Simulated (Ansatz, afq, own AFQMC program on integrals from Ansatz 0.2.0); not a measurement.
## CH3Br, triplet: AFQMC among the cluster methods

```xyz
5

Br   -0.4478    0.0000    0.0000
H     0.9728    0.0000    0.0000
C     2.4212    0.0000    0.0000
H     2.8357    0.0000    0.9962
H     2.8357    0.0000   -0.9962
```

Connectivity, by distances: BrH ··· CH2.

Basis cc-pVTZ. Noble-gas cores (and the filled d shells of Ga–Kr and In–Xe) are frozen. AFQMC by an in-house program on the Cholesky factors that Ansatz 0.2.0 writes for its CCSD(T) run. The CISD trial takes its coefficients from CCSD amplitudes. Released means that phaseless walkers are propagated on without the constraint, phases kept. Uncertainties: one standard error, sampling alone. No spin–orbit coupling.

Determinant: UHF, the one that the program's search chose, which needn't be the lowest solution. The geometry is a point of a scan.

No full CI on the walks' own integrals is used here. The released AFQMC energy serves as the reference, which it does only where one determinant dominates, the energy is flat over the last release times and near the phaseless one (40 meV or 2 meV an electron, half that with transition metals). On small molecules, where full CI could be run and the noise was under 10 meV, such values lay within 10 meV of it in 19 cases of 20, a flattering rate, since the rule was set on those same cases; what remains of the bias isn't in the error bar.

Cautions: no relativity below Rb; no spin-orbit coupling; inner d shell frozen; lower spins were not checked; the released value is read at 2.40 1/Eh (meV from the phaseless value at times in 1/Eh: -2 ± 6 at 0.24, -2 ± 5 at 0.51, 1 ± 6 at 0.99, -1 ± 4 at 1.62, -3 ± 10 at 2.40).

- T1 diagnostic: 0.0136
- weight of the determinant in the CISD state: 0.870
- ⟨S²⟩ of the determinant: 2.037
- size of the correlated space: 14 electrons in 100 orbitals

```json
{"level": "MP2", "correlation energy (eV)": "-8.3237"}
{"level": "CCSD", "correlation energy (eV)": "-9.3259"}
{"level": "CCSD(T)", "correlation energy (eV)": "-9.6454"}
```

(1) Estimate where AFQMC with the constraint released lies against CCSD(T) on the same integrals.

(1) 3.9 ± 0.9 kJ/mol below CCSD(T).

Reference: AFQMC with the constraint released, correlation energy -9.686 ± 0.010 eV.

```tsv
level	E − E(reference) (kJ/mol)	share of correlation (%)
CCSD(T)	3.9 ± 0.9	99.58
ph-AFQMC/CISD	0.3 ± 1.1	99.97
```

A walk keeps the symmetry of its determinant, which the program's search chose and which needn't be the lowest solution, so a lower state of the same spin and another symmetry isn't excluded. Released energies are given only where the last usable release times agree within the noise; a slower fall can still hide under it.
